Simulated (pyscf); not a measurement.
# 1,1-elimination: F–SiH₂–O–SiH₃ (SMILES F[SiH2]O[SiH3]) → F–Si:–O–SiH₃ (SMILES F[Si]O[SiH3]) [singlet] + H₂ (SMILES [H][H])

Gas phase, singlet surface, charge 0. Bonds broken: Si2–H5, Si2–H6. Bonds formed: H5–H6. PySCF, gas phase, ωB97X-D3(BJ)/def2-SVP geometries.

Transition state (Å):

```xyz
9

F      1.6705     1.2038     0.0230
Si     0.8818     0.0171    -0.7685
O     -0.7326     0.2422    -0.5481
Si    -1.7094     0.6055     0.7656
H      1.4784    -1.3496    -0.6683
H      1.1167    -1.2169     0.4795
H     -3.0436    -0.0023     0.5233
H     -1.0935     0.0355     1.9975
H     -1.8449     2.0811     0.8980
```

One imaginary mode, 1587i cm⁻¹; descent along it reached the two sides named.

| bond | change | reactant side (Å) | saddle | product side |
|---|---|---|---|---|
| Si2–H5 | breaks | 1.479 | 1.495 | 3.7 |
| Si2–H6 | breaks | 1.484 | 1.771 | 4.3 |
| H5–H6 | forms | 2.474 | 1.211 | 0.760 |

Electronic energies relative to the reactant's lowest minimum found (kJ/mol):

```tsv
level	barrier	reaction energy	reverse barrier
ωB97X-D3(BJ)/def2-TZVP	369.9	+166.1	203.8
PBE/def2-TZVP	313.8	+140.9	172.9
r²SCAN/def2-TZVP	338.0	+167.4	170.6
B3LYP-D3(BJ)/def2-TZVP	346.6	+150.0	196.6
PBE0-D3(BJ)/def2-TZVP	343.0	+164.7	178.3
M06-2X/def2-TZVP	364.3	+154.5	209.7
ωB97M-D3(BJ)/def2-TZVP	356.9	+146.5	210.4
HF/def2-TZVP	436.1	+186.0	250.1
```

With ωB97M-D3(BJ)/def2-TZVP energies and thermal terms (ideal gas, 1 atm, RRHO with modes under 100 cm⁻¹ raised to 100, one conformer, R ln 2 for chiral ones without a mode under 150 cm⁻¹), in kJ/mol:

```json
[
 {"T (K)": "298", "ΔH‡": "343.6", "ΔG‡": "344.1", "ΔH": "+132.2", "ΔG": "+95.6"},
 {"T (K)": "600", "ΔH‡": "343.5", "ΔG‡": "344.6", "ΔH": "+135.5", "ΔG": "+56.8"},
 {"T (K)": "900", "ΔH‡": "342.8", "ΔG‡": "345.3", "ΔH": "+135.3", "ΔG": "+17.4"},
 {"T (K)": "1200", "ΔH‡": "341.6", "ΔG‡": "346.3", "ΔH": "+133.1", "ΔG": "-21.6"}
]
```

One saddle was located; it need not be the lowest between these sides.
